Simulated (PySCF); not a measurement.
## How good is the calculation?

Atom-mapped SMILES (the numbers label the heavy atoms): `[O:1]=[CH:2][F:3]`; H(Xn) means a hydrogen on atom n.

- NMR shieldings at PBE0/pcSseg-1/GIAO
- structure optimised with PBE0-D3(BJ)/def2-SVP
- couplings computed with B3LYP/pcJ-1
- code: PySCF
- isolated molecule, single conformer, non-relativistic

Reference values: measured (solution; E. Pretsch, P. Bühlmann, M. Badertscher, Structure Determination of Organic Compounds, 4th ed., Springer 2009).
```tsv
atoms	quantity	reference	computed	computed, scaled
F3	δ ¹⁹F vs CFCl3	41.0	61.2	51.6
```

Reference values: CCSD(T)/cc-pCVQZ (gas (isolated, no vibration); M. Glasbrenner, PhD thesis, LMU Munich (RPA NMR shieldings paper, SI)).
```csv
atoms,quantity,reference,computed
C2,σ ¹³C,41.2,28.3
F3,σ ¹⁹F,164.9,116.0
H(C2),σ ¹H,24.00,23.60
O1,σ ¹⁷O,-94.7,-138.5
```

Absolute shieldings are compared as such; zero-point and thermal motion, absent here, lowers them by some tenths of a ppm for H, a few ppm for C and up to about 10 ppm for F.

Computed shifts are σ(ref) − σ with the named reference compound (TMS for H and C) calculated as an isolated molecule at the same level. The measured values may be among those fitted. Shieldings were converted by a linear fit to measured shifts: ¹⁹F (scatter 6.9 ppm rms, 7.8 ppm with the 5 outliers that the fit left out vs CFCl3, solution or neat liquid, with a term for F on sp3 carbon). A few per cent of atoms miss by over 2 rms, more outside the fitted compound classes.

Coupling constants in Hz:
```tsv
coupling	reference	computed	source
¹J(C2,H(C2))	267.0	262.8	measured; liquid or solution (compiled); San Fabian, Garcia de la Vega, Suardiaz et al., Magn. Reson. Chem. 2013, 51, 775 (SI)
```

6 of the 34 published NMR values on file for this molecule are compared. The rest: values from further sources, other calculations.
